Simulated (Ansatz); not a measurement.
Run this with the Ansatz DFT code, driven from Python and show what comes out.

`hs_x2c.py`:
```python
import ansatz as az
from ase import Atoms
import numpy as np

atoms = Atoms(['H', 'S'], positions=[
    (0.0, 0.0, 0.0),
    (0.0, 0.0, 1.405),
])
mol = az.Crystal.molecule_from_ase(atoms)

base = mol.calculation().functional('b3lyp').charge(-1).forces()
sets = {'none': 'cc-pVTZ', 'scalar': 'cc-pVTZ-DK'}
found = {kind: base.basis(gaussian=basis).pseudopotentials(relativity=kind).run(threads=1, pin='off').report for kind, basis in sets.items()}
for kind, each in found.items():
    dipole = 4.803205 * np.linalg.norm(each['charge_distribution']['dipole_moment_e_ang'])
    print(f'{kind:7s} E = {each["free_energy_ev"]:.4f} eV  dipole {dipole:.3f} D  largest force component {np.abs(each["forces_ev_ang"]).max():.4f} eV/A')
print(f'relativity lowers the total energy by {found["none"]["free_energy_ev"] - found["scalar"]["free_energy_ev"]:.3f} eV')
```

```console
$ python hs_x2c.py
none    E = -10853.3066 eV  dipole 0.508 D  largest force component 1.1085 eV/A
scalar  E = -10882.9583 eV  dipole 0.489 D  largest force component 1.0985 eV/A
relativity lowers the total energy by 29.652 eV
```

Reading the output:
- These settings explore the input space; basis and method may be short of convergence.
- The geometry is a force-field or estimated start, not a minimum of this method. The basis set changes with the Hamiltonian (a set recontracted for scalar relativity), and most of the change in the total lies in the cores.
- An ion's dipole depends on the origin; the program takes it about the centre of nuclear charge.
- b3lyp holds the VWN-RPA fit, as in Gaussian; the form of ORCA and Turbomole is b3lyp5.
- Anions want diffuse functions, which this basis lacks.
- Finished in 1.3 s on 1 thread of Arm Neoverse V1 (shared host), peak memory 0.16 GiB.
